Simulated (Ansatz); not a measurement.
This script drives Ansatz's Python interface.

The script, `torsion_c2h3ns.py`:
```python
"""Rigid torsion scan of C2H3NS."""

import ansatz as az
from ase import Atoms

atoms = Atoms(["N", "C", "C", "S", "H", "H", "H"], positions=[
    (2.0229, -1.0957, 0.0536),
    (1.1192, -0.3674, 0.0192),
    (-0.0202, 0.5575, -0.0017),
    (-1.535, -0.2014, -0.6609),
    (0.2155, 1.4337, -0.6134),
    (-0.2326, 0.911, 1.0121),
    (-1.5698, -1.2377, 0.1911),
])

# relax first, so that the scan starts from a minimum
first = (
    az.Crystal.molecule_from_ase(atoms).calculation()
    .basis(gaussian="def2-SVP")
    .functional("r2scan")
    .accuracy("medium")
    .scf(lower_state_search="light")
    .relax(force_tolerance=0.02, max_steps=80)
)
atoms.positions = first.run(threads=1).report["positions_ang"]

start = atoms.get_dihedral(1, 2, 3, 6)
energies = {}
for turn in range(0, 360, 30):
    turned = atoms.copy()
    turned.set_dihedral(1, 2, 3, 6, start + turn, indices=[3, 6])
    setup = (
        az.Crystal.molecule_from_ase(turned).calculation()
        .basis(gaussian="def2-SVP")
        .functional("r2scan")
        .accuracy("medium")
        .scf(lower_state_search="light")
    )
    energies[round((start + turn) % 360)] = setup.run(threads=1).report["free_energy_ev"]
floor = min(energies.values())
print("dihedral C1-C2-S3-H6 (deg)   E - E(min) (eV)")
for angle, e in sorted(energies.items()):
    print(f"{angle:8d} {(e - floor):14.3f}  " + "#" * int(30 * (e - floor) / max(max(energies.values()) - floor, 1e-9)))
```

It is started by `python torsion_c2h3ns.py`. Estimate its wall time and peak memory on 1 thread of Arm Neoverse V1, with other jobs on the host.

It took about 56 s, with a peak of 0.22 GiB, for 13 runs of the engine.

```console
$ python torsion_c2h3ns.py
dihedral C1-C2-S3-H6 (deg)   E - E(min) (eV)
       4          0.104  ########################
      34          0.042  ##########
      64          0.000
      94          0.042  #########
     124          0.109  ##########################
     154          0.126  ##############################
     184          0.115  ###########################
     214          0.117  ###########################
     244          0.099  #######################
     274          0.052  ############
     304          0.042  #########
     334          0.088  #####################
```

The lowest point is at 64° and the highest at 154°, 0.126 eV (12.2 kJ/mol) above it, with the rest of the molecule held.

These settings explore the input space; basis and method may be short of convergence. The scan is rigid and the energies are electronic, in a modest basis. With rigid groups the curve can differ much from the relaxed path, the start wasn't checked as a minimum of this torsion, and equivalent turns needn't return to the same energy.
